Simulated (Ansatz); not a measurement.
# C₃H₆F₂O: small, medium and large basis sets

One table from this session's results is given with a row withheld; the runs are named, their logs left out.

Computed with Ansatz 0.2.0, Gaussian basis. Level: one geometry, several basis sets.

The runs, in order: PBE0-D4/def2-SVP; ωB97M-V/def2-SVP; PBE0-D4/def2-QZVPP; ωB97M-V/def2-QZVPP; the functionals' def2-TZVPP values are taken from earlier runs.

**The relaxed structure**

An earlier PBE0-D4 in a triple-zeta def2 set relaxation fixed the geometry.

12 atoms, charge 0, spin multiplicity 1.

Atoms are counted from 1 here; the program's logs count them from 0.

Bond lengths: C1–C2 1.497 Å, C1–H7 1.091 Å, C1–H8 1.090 Å, C1–H9 1.090 Å, C2–F3 1.385 Å, C2–O4 1.390 Å, C2–H10 1.096 Å, O4–C5 1.378 Å, C5–F6 1.377 Å, C5–H11 1.090 Å, C5–H12 1.094 Å. Angles: C2–C1–H7 109.5°, C2–C1–H8 109.8°, C2–C1–H9 109.9°, H7–C1–H8 109.1°, H7–C1–H9 109.4°, H8–C1–H9 109.2°, C1–C2–F3 109.6°, C1–C2–O4 108.9°, C1–C2–H10 113.0°, F3–C2–O4 108.7°, F3–C2–H10 106.0°, O4–C2–H10 110.6°, C2–O4–C5 114.9°, O4–C5–F6 110.5°, O4–C5–H11 107.1°, O4–C5–H12 112.0°, F6–C5–H11 108.1°, F6–C5–H12 107.3° and more.

The first run:

Input file in.yaml:

```yaml
crystal:
  periodic: [false, false, false]
  atoms:
    - {symbol: C, position_ang: [0.301714, -0.817633, 1.569029]}
    - {symbol: C, position_ang: [0.379700, 0.119457, 0.403753]}
    - {symbol: F, position_ang: [1.692798, 0.217367, -0.026107]}
    - {symbol: O, position_ang: [-0.392600, -0.388356, -0.633885]}
    - {symbol: C, position_ang: [-0.600123, 0.481367, -1.682456]}
    - {symbol: F, position_ang: [-1.524608, 1.441481, -1.335560]}
    - {symbol: H, position_ang: [0.618513, -1.813587, 1.256421]}
    - {symbol: H, position_ang: [-0.724270, -0.868035, 1.934681]}
    - {symbol: H, position_ang: [0.951364, -0.466827, 2.370764]}
    - {symbol: H, position_ang: [0.067076, 1.139520, 0.652828]}
    - {symbol: H, position_ang: [-1.010281, -0.102881, -2.506392]}
    - {symbol: H, position_ang: [0.317817, 1.002827, -1.969276]}
basis:
  gaussian: {orbitals: def2-SVP}
hamiltonian: {xc: pbe0, dispersion: d4}
output: {orbitals: {seedname: orbitals}}
```

Among the steps run: PBE0-D4 in def2-SVP; ωB97M-V in def2-SVP; PBE0-D4 in def2-QZVPP; ωB97M-V in def2-QZVPP.

One table of the session follows, with a row left open; its other results are not shown here.

| functional | basis | HOMO (eV) | LUMO (eV) |
| --- | --- | --- | --- |
| PBE0-D4 | def2-SVP | -9.12 | 2.18 |
| PBE0-D4 | def2-TZVPP | ? | ? |
| PBE0-D4 | def2-QZVPP | -9.32 | 0.95 |
| ωB97M-V | def2-SVP | -11.54 | 3.87 |
| ωB97M-V | def2-TZVPP | -11.71 | 2.99 |
| ωB97M-V | def2-QZVPP | -11.75 | 2.08 |

Estimate the missing values for PBE0-D4, def2-TZVPP.

**Answer.** HOMO (eV): -9.28; LUMO (eV): 1.54. In the column «HOMO (eV)» it lies between PBE0-D4, def2-QZVPP (-9.32) and PBE0-D4, def2-SVP (-9.12).
